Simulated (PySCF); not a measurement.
**P₂⁺: from constants to spectrum**

UHF-CCSD(T) constants of P₂⁺, ²Πu (doublet), unpaired electrons π ↑ (PySCF, no relativity, basis sets P aug-pcseg-1; masses 30.9738 and 30.9738 u):

| Quantity | Value |
| --- | --- |
| ωe | 660.3 cm⁻¹ |
| ωexe | 2.74 cm⁻¹ |
| Be | 0.26908 cm⁻¹ |
| αe | 0.00146 cm⁻¹ |
| D (centrifugal) | 1.79e-07 cm⁻¹ |
| De to P⁺ + P | 4.05 eV |

(1) Give the vibrational terms G(v) and spacings up to v = 6.

(2) How well does the Morse estimate ωe²/(4ωexe) reproduce De, and what is D0?

Correlated steps freeze 10 core orbitals. Correlated levels converge slowly with the basis: in double zeta they bind strong bonds too weakly, by up to about 1 eV, and carry superposition errors of some tenths. The state was picked by a PBE0 search and need not be the measured ground state.

Answers

(1) G(v) = ωe(v+½) − ωexe(v+½)².

| v | G(v) (cm⁻¹) | G(v) − G(v−1) | Bv (cm⁻¹) |
| --- | --- | --- | --- |
| 0 | 329.5 |  | 0.2683 |
| 1 | 984.3 | 654.8 | 0.2669 |
| 2 | 1633.6 | 649.3 | 0.2654 |
| 3 | 2277.5 | 643.9 | 0.2640 |
| 4 | 2915.9 | 638.4 | 0.2625 |
| 5 | 3548.8 | 632.9 | 0.2611 |
| 6 | 4176.2 | 627.4 | 0.2596 |

(2) It gives 4.93 eV, 122 % of the computed De. D0 = De − G(0) = 4.05 − 0.04 = 4.01 eV.
